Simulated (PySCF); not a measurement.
## 1,3,4-oxdiazole: 4 charge schemes on one density

Compound: 1,3,4-oxdiazole, C₂H₂N₂O.
Geometry (GFN2-xTB, Å), atoms numbered from 1 in this order:
```
atom  x, y, z in Å
C1    -1.0440    0.1099    0.0480
N2    -0.6276   -1.0399    0.4516
N3     0.7139   -1.0315    0.3285
C4     1.0354    0.1228   -0.1433
O5    -0.0367    0.9063   -0.3474
H6    -2.0553    0.4560    0.0046
H7     2.0176    0.4813   -0.3692
```

Density: PBE0/pcSseg-1 (PySCF); schemes: Mulliken, IAO, Hirshfeld and ESP-fitted. Isolated species at its GFN2-xTB geometry, gas phase.

Q: Atoms with like bonding are taken together and averaged. For which atoms does the sign change between the 4 schemes (beyond +0.03 e in one, beyond −0.03 e in another)?

A: For none.

Q: Do the Mulliken, IAO, Hirshfeld and ESP-fitted schemes agree on where the charge is highest?

A: The schemes don't all agree: Mulliken C1/C4 (+0.284); IAO H6/H7 (+0.195); Hirshfeld H6/H7 (+0.088); ESP-fitted C1/C4 (+0.490).

Q: At which atom do the 4 schemes differ most?

A: At C1/C4: from +0.087 (Hirshfeld) to +0.490 e (ESP-fitted), 0.403 e apart.

Q: Give the atomic charges in each scheme.

A: In e; atoms taken as equivalent share a row and are averaged (×n: the atom named and its like, n in all):

| atom | environment | Mulliken | IAO | Hirshfeld | ESP-fitted |
| --- | --- | --- | --- | --- | --- |
| C1/C4 | aromatic CH next to a ring nitrogen | +0.284 | +0.129 | +0.087 | +0.490 |
| N2/N3 | pyridine-type nitrogen | -0.252 | -0.202 | -0.146 | -0.372 |
| O5 | furan-type oxygen | -0.343 | -0.244 | -0.059 | -0.354 |
| H6/H7 | aromatic hydrogen | +0.139 | +0.195 | +0.088 | +0.059 |

Mean size of the charges over all atoms: ESP-fitted 0.314 e, Mulliken 0.242 e, IAO 0.185 e, Hirshfeld 0.100 e. Each set sums to the total charge, 0, to within 0.001 e. The IAO scheme counts the electrons in orthogonalised intrinsic atomic orbitals, a minimal basis polarised so that it spans the occupied orbitals exactly.

Q: Sum the charges by element, for elements with more than one atom.

A: 
```csv
element,atoms,Mulliken,IAO,Hirshfeld,ESP-fitted
C,2,+0.569,+0.259,+0.175,+0.980
N,2,-0.504,-0.405,-0.293,-0.744
H,2,+0.278,+0.390,+0.177,+0.118
```

Q: How many electrons does the Hirshfeld scheme count on O5?

A: Z − q = 8 − (-0.059) = 8.059.
